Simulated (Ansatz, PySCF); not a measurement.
Gas-phase reaction in SMILES: CCS + H+ -> CC[SH2+]
Each molecule is optimised on its own at B3LYP-D3(BJ)/def2-TZVP (Ansatz, a quantum-chemistry and plane-wave program), one conformer each, not searched for the lowest.
Geometry of the first species:
SMILES: C(C)S
```xyz
9

C      1.5260     0.6696    -0.0051
C      0.0131     0.8318     0.0111
S     -0.7684    -0.8280    -0.0040
H     -2.0453    -0.4120     0.0134
H     -0.3062     1.3641     0.9064
H     -0.3226     1.3880    -0.8635
H      2.0088     1.6484     0.0036
H      1.8712     0.1133     0.8677
H      1.8548     0.1370    -0.8989
```
Charge 0, spin multiplicity 1.

Wanted: proton affinity (enthalpy at 298 K, with B3LYP-D3(BJ) rigid-rotor harmonic-oscillator terms from PySCF), positive where the reaction releases energy, in kcal/mol. Valence correlation only, unless marked. Spin-orbit coupling is left out. No relativistic terms. Basis-set limits of correlation are two-point, X^-3; Hartree-Fock from the larger set. The bracket is a focal-point correction in the basis named.

```csv
level,program,proton affinity (kcal/mol)
HF/6-31G,Ansatz,173.9
RI-HF/cc-pV(Q+d)Z,Ansatz,193.3
LC-wPBE-D3(BJ)/def2-TZVPD,Ansatz + dftd3,191.6
MP2/cc-pV(T+d)Z,Ansatz,189.1
RI-MP2/cc-pV(T+d)Z,Ansatz,189.1
```

### Question
Predict the RI-MP2/CBS(cc-pV(T+d)Z,cc-pV(Q+d)Z)+[CCSD(T)-MP2]/cc-pV(T+d)Z result (Ansatz).

### Answer
189.5 kcal/mol, so RI-MP2/cc-pV(T+d)Z differs from it by -0.4 kcal/mol.
